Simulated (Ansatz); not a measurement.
A made-up structure of MgBH3O, singlet:

```
6
angstrom
O -1.2781 -0.2475 -0.8409
B 0.0537 -0.2359 -0.5535
Mg 0.7054 0.5708 1.5034
H -1.4809 -0.5958 -1.7158
H 0.7870 -0.6603 -1.4259
H 0.6012 0.6804 -0.1255
```

It is relaxed with PBE-D4/def2-SVP and then PBE0-D4/def2-TZVP (Ansatz 0.2.0). Atoms count as bonded within 1.22 times the sum of their covalent radii (H–H: 0.88 Å). The end point is not checked to be a true minimum.

**Question.** Does its bonding change? (Judge from chemistry; the calculation decides.)

**Answer.** By the calculation: Yes. Formed: none; broken: B2–Mg3, Mg3–H6.

Where it ends: The first stage lowers the energy by 1.84 eV in 12 steps. It ends as a complex of BH₃O ([BH2][OH]) + Mg:
```
6
angstrom
O -1.2505 -0.0190 -1.1200
B 0.0868 0.1340 -0.9772
Mg 0.7451 -0.1210 2.1137
H -1.5134 -0.9274 -1.2874
H 0.8328 -0.8019 -1.1005
H 0.4877 1.2472 -0.7868
```

Labels in which every atom is bracketed show which atoms are joined, not bond orders.

For scale, one of the runs: PBE0-D4/def2-TZVP relaxation, 112 basis functions, launched by `ansatz run in.yaml --threads 2 --pin off --events-out ev --progress --plain --max-ram 4352MiB`. Hardware: 2 CPU threads of an Arm Neoverse V2, shared host. Wall time about 15 s.
